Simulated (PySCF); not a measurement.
Compound: C4H7S (charge -1).
SMILES with atom numbers: `[CH3:1]/[CH:2]=[CH:3]/[CH2:4][S-:5]` (hydrogens: H6, H7, H8 on C1; H9 on C2; H10 on C3; H11, H12 on C4)

The closed-shell SCF was solved with PySCF and density fitting under several settings on one GFN2-xTB geometry (grid level 2 and gas phase unless stated).

| settings | basis functions | SCF cycles | E (Eh) | HOMO (eV) | LUMO (eV) |
| --- | --- | --- | --- | --- | --- |
| PBE0/pcSseg-1 | 127 | 13 | -554.4567 | 0.55 | 5.12 |
| HF/6-31++G** | 136 | 11 | -553.0581 | -2.44 | 3.65 |
| B97-2/cc-pVTZ, fitting basis def2-universal-jkfit, start guess sap | 252 | 17 | -554.8720 | 0.60 | 4.83 |

Estimate the row for these settings: PBE0/def2-SVP.

```csv
settings,basis functions,SCF cycles,E (Eh),HOMO (eV),LUMO (eV)
PBE0/def2-SVP,109,13,-554.2435,1.03,5.48
```

Over all rows, what range does the HOMO–LUMO gap span?

From 4.23 eV (B97-2/cc-pVTZ, fitting basis def2-universal-jkfit, start guess sap) to 6.09 eV (HF/6-31++G**). The functional of the narrowest has 21 % exact exchange, that of the widest 100 % exact exchange.

Compare two rows with the functional PBE0: PBE0/def2-SVP and PBE0/pcSseg-1. Which energy is lower, and by how much?

PBE0/pcSseg-1 (127 functions) lies 0.2132 Eh or 134 kcal/mol below PBE0/def2-SVP (109 functions).

Cycle counts include a coarse-grid stage where the run had one. All basis functions are spherical, in the Pople sets too. The HOMO energy is positive at B97-2/cc-pVTZ, PBE0/def2-SVP and PBE0/pcSseg-1; such an orbital is held in place by the finite basis. At HF/6-31++G** the closed-shell solution lies near or past a triplet instability.

Shape of the structure used: `[CH3:1]/[CH:2]=[CH:3]/[CH2:4][S-:5]`: C2–C3–C4–S5 -106°.

One conformer stands for the species.
